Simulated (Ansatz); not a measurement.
```yaml
crystal:
  periodic: [false, false, false]
  atoms:
    - {symbol: Si, position_ang: [0.001278, -0.000533, -0.434795]}
    - {symbol: F, position_ang: [1.451608, 0.012108, 0.218507]}
    - {symbol: F, position_ang: [-0.737003, 1.252019, 0.210556]}
    - {symbol: F, position_ang: [-0.716494, -1.263339, 0.213698]}
basis:
  gaussian: {orbitals: def2-TZVP}
magnetization: {spin_polarized: true, initial_magnetization: 1}
hamiltonian: {xc: pbe0}
relax: {f_tol: 0.004, max_steps: 80}
```

```sh
$ ansatz run in.yaml --threads 1 --pin off --events-out ev --progress --plain --max-ram 2176MiB
```

Steps of the relaxation (energy above the last step; positions in Å, forces in eV/Å):

```
4
step 1, 56.8 meV
Si    0.001   -0.001   -0.435   -0.004    0.002    1.443
F     1.452    0.012    0.219   -0.057   -0.001   -0.481
F    -0.737    1.252    0.211    0.031   -0.051   -0.481
F    -0.716   -1.263    0.214    0.030    0.050   -0.481
```

```
4
step 2, 14.2 meV
Si    0.001    0.000   -0.403   -0.002    0.001    0.783
F     1.467    0.012    0.208   -0.127   -0.001   -0.262
F    -0.745    1.265    0.200    0.065   -0.110   -0.261
F    -0.724   -1.277    0.203    0.064    0.110   -0.261
```

```
4
step 3, 0.0 meV
Si    0.001    0.000   -0.372    0.000    0.000    0.000
F     1.477    0.012    0.198   -0.019    0.000    0.000
F    -0.750    1.274    0.189    0.010   -0.016    0.000
F    -0.729   -1.285    0.193    0.009    0.016    0.000
```

```
4
step 4, 0.0 meV
Si    0.001    0.000   -0.373    0.000    0.000   -0.002
F     1.476    0.012    0.198    0.003    0.000    0.001
F    -0.749    1.273    0.190   -0.001    0.003    0.001
F    -0.728   -1.284    0.193   -0.001   -0.003    0.001
```

Close pairs at the end: Si1–F4 1.581 Å, Si1–F2 1.581 Å, Si1–F3 1.581 Å.

A stationary point of unrestricted PBE0 after 4 steps, with ⟨S²⟩ = 0.751 against 0.75 for a pure state; no frequencies were run, so it isn't proven a minimum. 26 s on 1 thread of Arm Neoverse V2, shared host.
